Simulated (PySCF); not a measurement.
## One reaction down a group: F, Cl, Br

The same gas-phase reaction for F, Cl, Br:
- 2 SiH3F → SiH2F2 + SiH2 + 2 H
- 2 SiH3Cl → SiH2Cl2 + SiH2 + 2 H
- 2 SiH3Br → SiH2Br2 + SiH2 + 2 H

Method: PySCF energies plus ideal-gas RRHO corrections (1 bar). † marks an energy on the PBE0/def2-TZVP geometry and frequencies; other levels use their own. CCSD(T) freezes the core. 6-31G* has spherical d functions here. Open shells (unrestricted): H (multiplicity 2); the rest are closed-shell singlets. Br: all electrons, no relativistic terms. CCSD(T) isn't extrapolated to the basis-set limit. The harmonic model lacks anharmonicity and excited electronic states, which grow with temperature; levels with a mode under 35 cm⁻¹ are left out. Soft modes under 120 cm⁻¹ make the harmonic entropy rough for SiH2Br2.

ΔH°(298 K) in kJ, by level:

```csv
level,F,Cl,Br
ωB97M-V/def2-TZVP†,638.7,658.5,663.1
PBE0/def2-SVP†,631.6,651.4,657.2
CCSD(T)/def2-SVP†,618.0,637.0,643.1
M06-2X/def2-TZVP†,636.4,657.5,662.3
HF/6-31G*,530.6,558.4,563.5
r2SCAN/def2-TZVP†,653.9,674.9,679.4
```

At ωB97M-V/def2-TZVP†, ΔH° rises from F to Br, over a range of 24.4 kJ; the steps are +19.8, +4.6 kJ. 6 of the 6 levels shown give the same order. The levels scatter most for F (123.3 kJ between the highest and the lowest) and least for Br (115.9 kJ). ΔS°(298 K) runs from 222.3 to 222.4 J/K, so TΔS° at 298 K spreads over 0.0 kJ among the members, against 24.4 kJ for ΔH°.

Free energies at ωB97M-V/def2-TZVP†:

```
member  ΔS°(298 K), J/K  ΔG°(298 K), kJ  ΔG°(1800 K), kJ         ΔG° changes sign
------  ---------------  --------------  ---------------  -----------------------
F                 222.4             572              205  none from 298 to 2500 K
Cl                222.3             592              225  none from 298 to 2500 K
Br                222.4             597              230  none from 298 to 2500 K
```

The NASA 1993 table, where it holds all species, gives ΔH°(298 K) = 644 kJ for F, 645 kJ for Cl, 647 kJ for Br; its entries are part measured, part old estimates, and weren't checked at source. After a fit of one offset per element over all species, the range-separated, M06-2X, PBE0/def2-QZVP and CCSD(T)/def2-TZVPP enthalpies, where run, lie to one side of the table for SiH3F (+16 kJ/mol), SiH2F2 (+16 kJ/mol): a fault of the table's entry, another state or a shared error of the levels is possible; this was not checked at source.
